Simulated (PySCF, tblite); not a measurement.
Question: Give a GFN2-xTB geometry of `O=C=PCP`.

Answer: 
Z-matrix in Å and degrees, rows numbered from 1:
```
O 
C   1  1.1617
P   2  1.6423  1  173.99
C   3  1.8919  2   96.48  1  -173.66
P   4  1.8642  3  116.66  2   -76.81
H   4  1.0945  3  105.63  2   163.97
H   4  1.0920  3  110.14  2    48.24
H   5  1.3939  4   95.91  3   -40.86
H   5  1.3954  4   96.25  3    51.75
```

The 3 C–P bonds span 1.642 Å (C2=P3, drawn double) to 1.892 Å (P3–C4, drawn single), a spread of 0.250 Å. P5 (phosphine phosphorus) is pyramidal (angles 96.3°, 95.9° and 91.9°, sum 284.1°, 0.80 Å off the plane of its three neighbours). Of the pairs four or more bonds apart, C2···H9 is among the closest relative to their van der Waals radii: 2.91 Å, 100 % of the sum of Bondi's values.

Structure optimised with GFN2-xTB, isolated species.

Point group: C1 (no symmetry element, even within 0.4 Å). Its GFN2-xTB frequencies are all real (lowest 33 cm⁻¹). One conformer, not necessarily the lowest (C2–P3–C4–P5 -77°, P3–C4–P5–H -41° and 52°). 2 starts were optimised and ended at 0.00 and 0.70 kcal/mol (GFN2-xTB); the lowest of these is shown.

The numbers are calculated, not measured.
